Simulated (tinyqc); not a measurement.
UKS/BP86 in the sto-3g basis, for BH, spin multiplicity 3, step by step (part 1 of 2). Computed by tinyqc, a small Python program that keeps every step (integrals from PySCF). Settings: charge = 0, multiplicity = 3, basis = sto-3g, energy threshold = 1e-08, iteration cap = 68, orthogonalisation = symmetric, start = atomic densities, DIIS depth = 6, damping = 0.3, shift = 1.0, method = UKS, functional = b88,p86, grid = [20, 26]. Command: `OMP_NUM_THREADS=1 python tinyqc.py 24001 24002 out.jsonl` (the two numbers bound the seeds that draw the settings). One thread of a shared host (Intel(R) Xeon(R) Processor @ 2.60GHz), about 7 s of CPU time with the checks. Later iterations appear only in the table of the cycle.

## One-electron integrals

Geometry (angstrom):
```
atom,x,y,z
B,0.00000,0.00000,0.00000
H,0.00000,0.00000,2.29800
```

Basis sto-3g: exponents (1/bohr^2) and contraction coefficients of normalised primitives:
```
element,l (shell),exponent,coefficient
B,s (1),48.79111,0.15433
B,s (1),8.88736,0.53533
B,s (1),2.40527,0.44463
B,s (2),2.23696,-0.09997
B,s (2),0.51982,0.39951
B,s (2),0.16906,0.70012
B,p (3),2.23696,0.15592
B,p (3),0.51982,0.60768
B,p (3),0.16906,0.39196
H,s (1),3.42525,0.15433
H,s (1),0.62391,0.53533
H,s (1),0.16886,0.44463
```

Overlap, kinetic and nuclear-attraction integrals over the contracted functions; the nuclear repulsion is the sum of Za Zb / Rab.

nuclear repulsion = 1.1513864 hartree

overlap S:
```
,1B 1s,1B 2s,1B 2px,1B 2py,1B 2pz,2H 1s
1B 1s,1.00000,0.26933,0.00000,0.00000,0.00000,0.00512
1B 2s,0.26933,1.00000,0.00000,0.00000,0.00000,0.10032
1B 2px,0.00000,0.00000,1.00000,0.00000,0.00000,0.00000
1B 2py,0.00000,0.00000,0.00000,1.00000,0.00000,0.00000
1B 2pz,0.00000,0.00000,0.00000,0.00000,1.00000,0.13797
2H 1s,0.00512,0.10032,0.00000,0.00000,0.13797,1.00000
```

kinetic energy T (hartree):
```
,1B 1s,1B 2s,1B 2px,1B 2py,1B 2pz,2H 1s
1B 1s,10.82630,-0.04797,0.00000,0.00000,0.00000,-0.00263
1B 2s,-0.04797,0.35917,0.00000,0.00000,0.00000,-0.01256
1B 2px,0.00000,0.00000,1.12388,0.00000,0.00000,0.00000
1B 2py,0.00000,0.00000,0.00000,1.12388,0.00000,0.00000
1B 2pz,0.00000,0.00000,0.00000,0.00000,1.12388,0.00078
2H 1s,-0.00263,-0.01256,0.00000,0.00000,0.00078,0.76003
```

nuclear attraction V (hartree):
```
,1B 1s,1B 2s,1B 2px,1B 2py,1B 2pz,2H 1s
1B 1s,-23.37767,-3.20138,0.00000,0.00000,-0.00498,-0.06012
1B 2s,-3.20138,-4.00187,0.00000,0.00000,-0.05091,-0.26509
1B 2px,0.00000,0.00000,-3.96356,0.00000,0.00000,0.00000
1B 2py,0.00000,0.00000,0.00000,-3.96356,0.00000,0.00000
1B 2pz,-0.00498,-0.05091,0.00000,0.00000,-3.98783,-0.34025
2H 1s,-0.06012,-0.26509,0.00000,0.00000,-0.34025,-2.37792
```

core Hamiltonian H = T + V (hartree):
```
,1B 1s,1B 2s,1B 2px,1B 2py,1B 2pz,2H 1s
1B 1s,-12.55136,-3.24935,0.00000,0.00000,-0.00498,-0.06275
1B 2s,-3.24935,-3.64270,0.00000,0.00000,-0.05091,-0.27765
1B 2px,0.00000,0.00000,-2.83968,0.00000,0.00000,0.00000
1B 2py,0.00000,0.00000,0.00000,-2.83968,0.00000,0.00000
1B 2pz,-0.00498,-0.05091,0.00000,0.00000,-2.86395,-0.33947
2H 1s,-0.06275,-0.27765,0.00000,0.00000,-0.33947,-1.61789
```

## Two-electron integrals

Functions are numbered as in S; the eight-fold symmetry (ij|kl) = (ji|kl) = (kl|ij) leaves the list below.

Two-electron integrals (ij|kl) in chemists' order, unique and non-zero (hartree):
```
i,j,k,l,(ij|kl)
1,1,1,1,2.92351
2,1,1,1,0.51838
2,1,2,1,0.10926
2,2,1,1,0.74423
2,2,2,1,0.19318
2,2,2,2,0.54480
3,1,3,1,0.02026
3,2,3,1,0.03000
3,2,3,2,0.12035
3,3,1,1,0.74249
3,3,2,1,0.19324
3,3,2,2,0.54468
3,3,3,3,0.58677
4,1,4,1,0.02026
4,2,4,1,0.03000
4,2,4,2,0.12035
4,3,4,3,0.03163
4,4,1,1,0.74249
4,4,2,1,0.19324
4,4,2,2,0.54468
4,4,3,3,0.52351
4,4,4,4,0.58677
5,1,5,1,0.02026
5,2,5,1,0.03000
5,2,5,2,0.12035
5,3,5,3,0.03163
5,4,5,4,0.03163
5,5,1,1,0.74249
5,5,2,1,0.19324
5,5,2,2,0.54468
5,5,3,3,0.52351
5,5,4,4,0.52351
5,5,5,5,0.58677
6,1,1,1,0.00968
6,1,2,1,0.00204
6,1,2,2,0.00365
6,1,3,3,0.00363
6,1,4,4,0.00363
6,1,5,1,0.00017
6,1,5,2,0.00032
6,1,5,5,0.00369
6,1,6,1,3.98e-05
6,2,1,1,0.04231
6,2,2,1,0.01126
6,2,2,2,0.03763
6,2,3,3,0.03646
6,2,4,4,0.03646
6,2,5,1,0.00122
6,2,5,2,0.00887
6,2,5,5,0.03994
6,2,6,1,0.00023
6,2,6,2,0.00495
6,3,3,1,0.00079
6,3,3,2,0.00434
6,3,5,3,0.00146
6,3,6,3,0.00038
6,4,4,1,0.00079
6,4,4,2,0.00434
6,4,5,4,0.00146
6,4,6,4,0.00038
6,5,1,1,0.05121
6,5,2,1,0.01374
6,5,2,2,0.04770
6,5,3,3,0.04560
6,5,4,4,0.04560
6,5,5,1,0.00192
6,5,5,2,0.01357
6,5,5,5,0.05184
6,5,6,1,0.00028
6,5,6,2,0.00710
6,5,6,5,0.01037
6,6,1,1,0.23026
6,6,2,1,0.06201
6,6,2,2,0.22976
6,6,3,3,0.22202
6,6,4,4,0.22202
6,6,5,1,0.00497
6,6,5,2,0.05013
6,6,5,5,0.24509
6,6,6,1,0.00124
6,6,6,2,0.04548
6,6,6,5,0.07043
6,6,6,6,0.77461
```

## Orthogonalisation

S = U s U^T; symmetric (Loewdin) form X = U s^(-1/2) U^T, so that X^T S X = 1.

eigenvalues of S: 0.70959  0.87091  1.00000  1.00000  1.12511  1.29440

X:
```
,1B 1s,1B 2s,1B 2px,1B 2py,1B 2pz,2H 1s
1B 1s,1.02888,-0.14189,0.00000,0.00000,-0.00098,0.00821
1B 2s,-0.14189,1.03294,0.00000,0.00000,0.00554,-0.05302
1B 2px,0.00000,0.00000,1.00000,0.00000,0.00000,0.00000
1B 2py,0.00000,0.00000,0.00000,1.00000,0.00000,0.00000
1B 2pz,-0.00098,0.00554,0.00000,0.00000,1.00730,-0.07029
2H 1s,0.00821,-0.05302,0.00000,0.00000,-0.07029,1.01129
```

## Starting guess

The start is atomic minimal-basis densities projected into this basis (PySCF's MINAO start) and scaled to the electron count of each spin; this density is not idempotent, so its energy is not variational and may lie below the converged one.

D(alpha) at the start:
```
,1B 1s,1B 2s,1B 2px,1B 2py,1B 2pz,2H 1s
1B 1s,1.45515,-0.38365,0.00000,0.00000,0.00211,-0.01609
1B 2s,-0.38365,1.43198,0.00000,0.00000,-0.00685,0.06104
1B 2px,0.00000,0.00000,0.21395,0.00000,0.00000,0.00000
1B 2py,0.00000,0.00000,0.00000,0.21395,0.00000,0.00000
1B 2pz,0.00211,-0.00685,0.00000,0.00000,0.20894,0.03135
2H 1s,-0.01609,0.06104,0.00000,0.00000,0.03135,0.66196
```

D(beta) at the start:
```
,1B 1s,1B 2s,1B 2px,1B 2py,1B 2pz,2H 1s
1B 1s,0.72758,-0.19182,0.00000,0.00000,0.00105,-0.00804
1B 2s,-0.19182,0.71599,0.00000,0.00000,-0.00342,0.03052
1B 2px,0.00000,0.00000,0.10697,0.00000,0.00000,0.00000
1B 2py,0.00000,0.00000,0.00000,0.10697,0.00000,0.00000
1B 2pz,0.00105,-0.00342,0.00000,0.00000,0.10447,0.01567
2H 1s,-0.00804,0.03052,0.00000,0.00000,0.01567,0.33098
```

## Iteration 1: exchange-correlation on the grid

Becke grid with 20 radial and 26 angular points per atom, points of zero weight dropped. rho = sum D_ij phi_i phi_j; V_xc,ij = sum w v_xc phi_i phi_j plus the gradient terms; v_xc is d(rho eps)/d rho(s) for spin s at fixed gradient.

The 12 grid points with the largest w rho, of 1032 (bohr, atomic units):
```
x,y,z,w,rho(alpha),rho(beta),eps_xc,v_xc(alpha)
0.00000,0.00000,-1.50955,0.60199,0.04156,0.02078,-0.35902,-0.46447
-1.50955,0.00000,0.00000,0.60199,0.04143,0.02072,-0.35868,-0.46401
0.00000,1.50955,0.00000,0.60199,0.04143,0.02072,-0.35868,-0.46401
0.00000,-1.50955,0.00000,0.60199,0.04143,0.02072,-0.35868,-0.46401
1.50955,0.00000,0.00000,0.60199,0.04143,0.02072,-0.35868,-0.46401
0.00000,0.00000,1.50955,0.59573,0.04174,0.02087,-0.35857,-0.46594
0.00000,0.00000,-1.99909,1.29137,0.01665,0.00833,-0.28337,-0.33977
-1.99909,0.00000,0.00000,1.29132,0.01661,0.00830,-0.28315,-0.33946
0.00000,1.99909,0.00000,1.29132,0.01661,0.00830,-0.28315,-0.33946
1.99909,0.00000,0.00000,1.29132,0.01661,0.00830,-0.28315,-0.33946
0.00000,-1.99909,0.00000,1.29132,0.01661,0.00830,-0.28315,-0.33946
0.00000,0.00000,1.99909,1.17205,0.01829,0.00914,-0.28429,-0.35589
```

electrons on the grid, sum of w rho = 5.99879

E_xc = sum of w rho eps_xc = -4.4957715 hartree

V_xc(alpha) (hartree):
```
,1B 1s,1B 2s,1B 2px,1B 2py,1B 2pz,2H 1s
1B 1s,-2.06223,-0.30801,0.00000,0.00000,0.00006,-0.00580
1B 2s,-0.30801,-0.46875,0.00000,0.00000,-0.00099,-0.03425
1B 2px,0.00000,0.00000,-0.46331,0.00000,0.00000,0.00000
1B 2py,0.00000,0.00000,0.00000,-0.46331,0.00000,0.00000
1B 2pz,0.00006,-0.00099,0.00000,0.00000,-0.46556,-0.04638
2H 1s,-0.00580,-0.03425,0.00000,0.00000,-0.04638,-0.45777
```

V_xc(beta) (hartree):
```
,1B 1s,1B 2s,1B 2px,1B 2py,1B 2pz,2H 1s
1B 1s,-1.72342,-0.25862,0.00000,0.00000,0.00006,-0.00487
1B 2s,-0.25862,-0.40460,0.00000,0.00000,-0.00083,-0.02968
1B 2px,0.00000,0.00000,-0.39998,0.00000,0.00000,0.00000
1B 2py,0.00000,0.00000,0.00000,-0.39998,0.00000,0.00000
1B 2pz,0.00006,-0.00083,0.00000,0.00000,-0.40186,-0.04022
2H 1s,-0.00487,-0.02968,0.00000,0.00000,-0.04022,-0.39807
```

## Iteration 1: building the Kohn-Sham matrix

J_ij = sum D_kl (ij|kl) with D = D(alpha) + D(beta); F = H + J + V_xc; E = tr D H + tr D J / 2 + E_xc + E_nn.

Coulomb J (hartree):
```
,1B 1s,1B 2s,1B 2px,1B 2py,1B 2pz,2H 1s
1B 1s,8.33319,1.67008,0.00000,0.00000,0.00485,0.03139
1B 2s,1.67008,3.33198,0.00000,0.00000,0.05038,0.24269
1B 2px,0.00000,0.00000,3.31983,0.00000,0.00000,0.00000
1B 2py,0.00000,0.00000,0.00000,3.31983,0.00000,0.00000
1B 2pz,0.00485,0.05038,0.00000,0.00000,3.34349,0.31588
2H 1s,0.03139,0.24269,0.00000,0.00000,0.31588,1.92707
```

F(alpha) (hartree):
```
,1B 1s,1B 2s,1B 2px,1B 2py,1B 2pz,2H 1s
1B 1s,-6.28040,-1.88728,0.00000,0.00000,-0.00007,-0.03716
1B 2s,-1.88728,-0.77947,0.00000,0.00000,-0.00153,-0.06921
1B 2px,0.00000,0.00000,0.01685,0.00000,0.00000,0.00000
1B 2py,0.00000,0.00000,0.00000,0.01685,0.00000,0.00000
1B 2pz,-0.00007,-0.00153,0.00000,0.00000,0.01398,-0.06997
2H 1s,-0.03716,-0.06921,0.00000,0.00000,-0.06997,-0.14858
```

F(beta) (hartree):
```
,1B 1s,1B 2s,1B 2px,1B 2py,1B 2pz,2H 1s
1B 1s,-5.94159,-1.83789,0.00000,0.00000,-0.00008,-0.03623
1B 2s,-1.83789,-0.71532,0.00000,0.00000,-0.00136,-0.06464
1B 2px,0.00000,0.00000,0.08018,0.00000,0.00000,0.00000
1B 2py,0.00000,0.00000,0.00000,0.08018,0.00000,0.00000
1B 2pz,-0.00008,-0.00136,0.00000,0.00000,0.07767,-0.06381
2H 1s,-0.03623,-0.06464,0.00000,0.00000,-0.06381,-0.08889
```

total energy of this density = -24.9367650 hartree

This density is the starting one; it is not idempotent, so its energy is not variational and may lie below the converged one.

## Iteration 1: diagonalisation and new density

A level shift of 1 hartree raises the virtual space: F + shift (S - S D(s) S), with D(s) the density of one spin. Diagonalise F' = X^T F X, C = X C', fill 4 alpha and 2 beta electrons from the bottom; D(s) = C_occ C_occ^T; the new density keeps 0.3 of the old one (damping). Each column has its largest component positive (the first on a tie).

F' = X^T F X (alpha) (hartree):
```
,1,2,3,4,5,6
1,-6.46480,-1.01686,0.00000,0.00000,-0.00358,0.03516
2,-1.01686,-0.73134,0.00000,0.00000,0.00581,-0.20032
3,0.00000,0.00000,0.80290,0.00000,0.00000,0.00000
4,0.00000,0.00000,0.00000,0.80290,0.00000,0.00000
5,-0.00358,0.00581,0.00000,0.00000,0.80793,-0.15349
6,0.03516,-0.20032,0.00000,0.00000,-0.15349,0.19162
```

orbital energies (alpha) (hartree): MO1 -6.63980, MO2 -0.60878, MO3 0.20589, MO4 0.80290, MO5 0.80290, MO6 0.84610

coefficients C (alpha):
```
,MO1,MO2,MO3,MO4,MO5,MO6
1B 1s,0.98990,-0.30220,0.08551,0.00000,0.00000,-0.01557
1B 2s,0.03537,0.99544,-0.30711,0.00000,0.00000,0.05885
1B 2px,0.00000,0.00000,0.00000,0.99692,-0.07843,0.00000
1B 2py,0.00000,0.00000,0.00000,0.07843,0.99692,0.00000
1B 2pz,0.00032,0.01081,0.17620,0.00000,0.00000,0.99421
2H 1s,-0.00102,0.19961,0.94495,0.00000,0.00000,-0.31264
```

F' = X^T F X (beta) (hartree):
```
,1,2,3,4,5,6
1,-5.44360,-1.01963,0.00000,0.00000,-0.00322,0.02718
2,-1.01963,-0.00433,0.00000,0.00000,0.00555,-0.12177
3,0.00000,0.00000,0.97320,0.00000,0.00000,0.00000
4,0.00000,0.00000,0.00000,0.97320,0.00000,0.00000
5,-0.00322,0.00555,0.00000,0.00000,0.97971,-0.11041
6,0.02718,-0.12177,0.00000,0.00000,-0.11041,0.58792
```

orbital energies (beta) (hartree): MO1 -5.62846, MO2 0.14469, MO3 0.59303, MO4 0.97320, MO5 0.97320, MO6 1.01044

coefficients C (beta):
```
,MO1,MO2,MO3,MO4,MO5,MO6
1B 1s,0.98706,-0.30784,0.09686,0.00000,0.00000,-0.01878
1B 2s,0.04468,0.98576,-0.33402,0.00000,0.00000,0.06821
1B 2px,0.00000,0.00000,0.00000,0.03277,0.99946,0.00000
1B 2py,0.00000,0.00000,0.00000,0.99946,-0.03277,0.00000
1B 2pz,0.00040,0.01587,0.20344,0.00000,0.00000,0.98893
2H 1s,-0.00222,0.22703,0.92967,0.00000,0.00000,-0.33866
```

D(alpha) after iteration 1:
```
,1B 1s,1B 2s,1B 2px,1B 2py,1B 2pz,2H 1s
1B 1s,1.19153,-0.31954,0.00000,0.00000,0.00912,0.00880
1B 2s,-0.31954,1.19013,0.00000,0.00000,-0.03239,-0.04576
1B 2px,0.00000,0.00000,0.75988,0.05473,0.00000,0.00000
1B 2py,0.00000,0.00000,0.05473,0.06849,0.00000,0.00000
1B 2pz,0.00912,-0.03239,0.00000,0.00000,0.08449,0.12746
2H 1s,0.00880,-0.04576,0.00000,0.00000,0.12746,0.85153
```

D(beta) after iteration 1:
```
,1B 1s,1B 2s,1B 2px,1B 2py,1B 2pz,2H 1s
1B 1s,0.96661,-0.23909,0.00000,0.00000,-0.00283,-0.05287
1B 2s,-0.23909,0.89640,0.00000,0.00000,0.00993,0.16574
1B 2px,0.00000,0.00000,0.03209,0.00000,0.00000,0.00000
1B 2py,0.00000,0.00000,0.00000,0.03209,0.00000,0.00000
1B 2pz,-0.00283,0.00993,0.00000,0.00000,0.03152,0.00722
2H 1s,-0.05287,0.16574,0.00000,0.00000,0.00722,0.13538
```

Within a degenerate level the vectors are fixed only up to a rotation; this is one choice.

## Iteration 2: exchange-correlation on the grid

As before.

The 12 grid points with the largest w rho, of 1032 (bohr, atomic units):
```
x,y,z,w,rho(alpha),rho(beta),eps_xc,v_xc(alpha)
1.50955,0.00000,0.00000,0.60199,0.06912,0.01994,-0.40872,-0.54074
-1.50955,0.00000,0.00000,0.60199,0.06912,0.01994,-0.40872,-0.54074
1.99909,0.00000,0.00000,1.29132,0.02821,0.00791,-0.32150,-0.39618
-1.99909,0.00000,0.00000,1.29132,0.02821,0.00791,-0.32150,-0.39618
1.11180,0.00000,0.00000,0.26335,0.11857,0.03401,-0.47562,-0.64832
-1.11180,0.00000,0.00000,0.26335,0.11857,0.03401,-0.47562,-0.64832
1.06742,1.06742,0.00000,0.48159,0.05175,0.01994,-0.37898,-0.49411
-1.06742,-1.06742,0.00000,0.48159,0.05175,0.01994,-0.37898,-0.49411
-1.06742,0.00000,-1.06742,0.48160,0.05054,0.01935,-0.37627,-0.49027
1.06742,0.00000,-1.06742,0.48160,0.05054,0.01935,-0.37627,-0.49027
1.06742,0.00000,1.06742,0.48084,0.04787,0.02088,-0.37217,-0.48337
-1.06742,0.00000,1.06742,0.48084,0.04787,0.02088,-0.37217,-0.48337
```

electrons on the grid, sum of w rho = 5.99864

E_xc = sum of w rho eps_xc = -4.4419732 hartree

V_xc(alpha) (hartree):
```
,1B 1s,1B 2s,1B 2px,1B 2py,1B 2pz,2H 1s
1B 1s,-1.95861,-0.29541,0.00000,0.00000,0.00050,-0.00554
1B 2s,-0.29541,-0.46424,0.00000,0.00000,0.00169,-0.03431
1B 2px,0.00000,0.00000,-0.49616,-0.00477,0.00000,0.00000
1B 2py,0.00000,0.00000,-0.00477,-0.43886,0.00000,0.00000
1B 2pz,0.00050,0.00169,0.00000,0.00000,-0.44423,-0.04658
2H 1s,-0.00554,-0.03431,0.00000,0.00000,-0.04658,-0.48221
```

V_xc(beta) (hartree):
```
,1B 1s,1B 2s,1B 2px,1B 2py,1B 2pz,2H 1s
1B 1s,-1.84810,-0.27333,0.00000,0.00000,-0.00019,-0.00514
1B 2s,-0.27333,-0.40493,0.00000,0.00000,-0.00418,-0.02864
1B 2px,0.00000,0.00000,-0.40231,-0.00024,0.00000,0.00000
1B 2py,0.00000,0.00000,-0.00024,-0.39818,0.00000,0.00000
1B 2pz,-0.00019,-0.00418,0.00000,0.00000,-0.40183,-0.03819
2H 1s,-0.00514,-0.02864,0.00000,0.00000,-0.03819,-0.34814
```

## Iteration 2: building the Kohn-Sham matrix

As before.

Coulomb J (hartree):
```
,1B 1s,1B 2s,1B 2px,1B 2py,1B 2pz,2H 1s
1B 1s,8.28220,1.66204,0.00000,0.00000,0.00461,0.03123
1B 2s,1.66204,3.32471,0.00000,0.00000,0.05020,0.24201
1B 2px,0.00000,0.00000,3.34090,0.00346,0.00000,0.00000
1B 2py,0.00000,0.00000,0.00346,3.29717,0.00000,0.00000
1B 2pz,0.00461,0.05020,0.00000,0.00000,3.32342,0.31482
2H 1s,0.03123,0.24201,0.00000,0.00000,0.31482,1.92568
```

F(alpha) (hartree):
```
,1B 1s,1B 2s,1B 2px,1B 2py,1B 2pz,2H 1s
1B 1s,-6.22777,-1.88273,0.00000,0.00000,0.00013,-0.03706
1B 2s,-1.88273,-0.78223,0.00000,0.00000,0.00098,-0.06995
1B 2px,0.00000,0.00000,0.00506,-0.00131,0.00000,0.00000
1B 2py,0.00000,0.00000,-0.00131,0.01863,0.00000,0.00000
1B 2pz,0.00013,0.00098,0.00000,0.00000,0.01524,-0.07124
2H 1s,-0.03706,-0.06995,0.00000,0.00000,-0.07124,-0.17442
```

F(beta) (hartree):
```
,1B 1s,1B 2s,1B 2px,1B 2py,1B 2pz,2H 1s
1B 1s,-6.11726,-1.86064,0.00000,0.00000,-0.00057,-0.03667
1B 2s,-1.86064,-0.72292,0.00000,0.00000,-0.00489,-0.06428
1B 2px,0.00000,0.00000,0.09892,0.00322,0.00000,0.00000
1B 2py,0.00000,0.00000,0.00322,0.05931,0.00000,0.00000
1B 2pz,-0.00057,-0.00489,0.00000,0.00000,0.05764,-0.06284
2H 1s,-0.03667,-0.06428,0.00000,0.00000,-0.06284,-0.04034
```

total energy of this density = -24.7840485 hartree

This density is a damped mixture and is not idempotent, and it still holds part of the atomic start, so its energy may lie below the converged one.

## Iteration 2: DIIS over 2 matrices

error matrix X^T (FDS - SDF) X (alpha):
```
,1,2,3,4,5,6
1,0.00000,-0.00271,0.00000,0.00000,0.00137,-0.01944
2,0.00271,0.00000,0.00000,0.00000,-0.00491,0.00284
3,0.00000,0.00000,0.00000,0.00016,0.00000,0.00000
4,0.00000,0.00000,-0.00016,0.00000,0.00000,0.00000
5,-0.00137,0.00491,0.00000,0.00000,0.00000,-0.01215
6,0.01944,-0.00284,0.00000,0.00000,0.01215,0.00000
```

B (overlaps of the stored error matrices):
```
,1,2
1,1.0589528e-02,3.3318843e-03
2,3.3318843e-03,1.3976418e-03
```

Minimise |sum c_i e_i|^2 with sum c_i = 1: solve [B -1; -1 0][c; lambda] = [0; -1] with B_ij = tr e_i^T e_j summed over both spins, and take F = sum c_i F_i.

DIIS coefficients: -0.36335  1.36335

extrapolated F(alpha) (hartree):
```
,1B 1s,1B 2s,1B 2px,1B 2py,1B 2pz,2H 1s
1B 1s,-6.20865,-1.88107,0.00000,0.00000,0.00020,-0.03703
1B 2s,-1.88107,-0.78323,0.00000,0.00000,0.00190,-0.07022
1B 2px,0.00000,0.00000,0.00078,-0.00178,0.00000,0.00000
1B 2py,0.00000,0.00000,-0.00178,0.01927,0.00000,0.00000
1B 2pz,0.00020,0.00190,0.00000,0.00000,0.01570,-0.07170
2H 1s,-0.03703,-0.07022,0.00000,0.00000,-0.07170,-0.18381
```

extrapolated F(beta) (hartree):
```
,1B 1s,1B 2s,1B 2px,1B 2py,1B 2pz,2H 1s
1B 1s,-6.18109,-1.86891,0.00000,0.00000,-0.00074,-0.03683
1B 2s,-1.86891,-0.72568,0.00000,0.00000,-0.00617,-0.06415
1B 2px,0.00000,0.00000,0.10573,0.00439,0.00000,0.00000
1B 2py,0.00000,0.00000,0.00439,0.05173,0.00000,0.00000
1B 2pz,-0.00074,-0.00617,0.00000,0.00000,0.05037,-0.06249
2H 1s,-0.03683,-0.06415,0.00000,0.00000,-0.06249,-0.02270
```

## Iteration 2: diagonalisation and new density

As before.

F' = X^T F X (alpha) (hartree):
```
,1,2,3,4,5,6
1,-6.14477,-1.01659,0.00000,0.00000,-0.00779,0.02345
2,-1.01659,-0.50149,0.00000,0.00000,0.03455,-0.09372
3,0.00000,0.00000,0.24090,-0.05651,0.00000,0.00000
4,0.00000,0.00000,-0.05651,0.95078,0.00000,0.00000
5,-0.00779,0.03455,0.00000,0.00000,0.91932,-0.25209
6,0.02345,-0.09372,0.00000,0.00000,-0.25209,-0.03324
```

orbital energies (alpha) (hartree): MO1 -6.32232, MO2 -0.35437, MO3 -0.06795, MO4 0.23643, MO5 0.95525, MO6 0.98447

coefficients C (alpha):
```
,MO1,MO2,MO3,MO4,MO5,MO6
1B 1s,0.98912,-0.29780,0.10695,0.00000,0.00000,-0.01740
1B 2s,0.03798,0.97263,-0.37194,0.00000,0.00000,0.06432
1B 2px,0.00000,0.00000,0.00000,0.99689,-0.07886,0.00000
1B 2py,0.00000,0.00000,0.00000,0.07886,0.99689,0.00000
1B 2pz,0.00027,0.01915,0.18107,0.00000,0.00000,0.99321
2H 1s,-0.00216,0.26282,0.92775,0.00000,0.00000,-0.31735
```

F' = X^T F X (beta) (hartree):
```
,1,2,3,4,5,6
1,-5.91353,-1.02458,0.00000,0.00000,0.00064,0.05388
2,-1.02458,-0.19174,0.00000,0.00000,-0.01961,-0.25129
3,0.00000,0.00000,1.07363,0.00439,0.00000,0.00000
4,0.00000,0.00000,0.00439,1.01964,0.00000,0.00000
5,0.00064,-0.01961,0.00000,0.00000,1.02687,-0.08548
6,0.05388,-0.25129,0.00000,0.00000,-0.08548,0.83657
```

orbital energies (beta) (hartree): MO1 -6.09148, MO2 -0.08691, MO3 0.87051, MO4 1.01929, MO5 1.06605, MO6 1.07399

coefficients C (beta):
```
,MO1,MO2,MO3,MO4,MO5,MO6
1B 1s,0.98943,-0.30117,0.08967,0.00000,-0.03265,0.00000
1B 2s,0.03696,0.98810,-0.31360,0.00000,0.11783,0.00000
1B 2px,0.00000,0.00000,0.00000,-0.08046,0.00000,0.99676
1B 2py,0.00000,0.00000,0.00000,0.99676,0.00000,0.08046
1B 2pz,0.00045,0.02422,0.37947,0.00000,0.93543,0.00000
2H 1s,-0.00248,0.21978,0.85341,0.00000,-0.50388,0.00000
```

D(alpha) after iteration 2:
```
,1B 1s,1B 2s,1B 2px,1B 2py,1B 2pz,2H 1s
1B 1s,1.11240,-0.30017,0.00000,0.00000,0.01248,0.01581
1B 2s,-0.30017,1.11710,0.00000,0.00000,-0.04382,-0.07639
1B 2px,0.00000,0.00000,0.92361,0.07145,0.00000,0.00000
1B 2py,0.00000,0.00000,0.07145,0.02490,0.00000,0.00000
1B 2pz,0.01248,-0.04382,0.00000,0.00000,0.04855,0.15935
2H 1s,0.01581,-0.07639,0.00000,0.00000,0.15935,0.90632
```

D(beta) after iteration 2:
```
,1B 1s,1B 2s,1B 2px,1B 2py,1B 2pz,2H 1s
1B 1s,1.03876,-0.25444,0.00000,0.00000,-0.00564,-0.06391
1B 2s,-0.25444,0.95332,0.00000,0.00000,0.01975,0.20167
1B 2px,0.00000,0.00000,0.00963,0.00000,0.00000,0.00000
1B 2py,0.00000,0.00000,0.00000,0.00963,0.00000,0.00000
1B 2pz,-0.00564,0.01975,0.00000,0.00000,0.00987,0.00589
2H 1s,-0.06391,0.20167,0.00000,0.00000,0.00589,0.07443
```
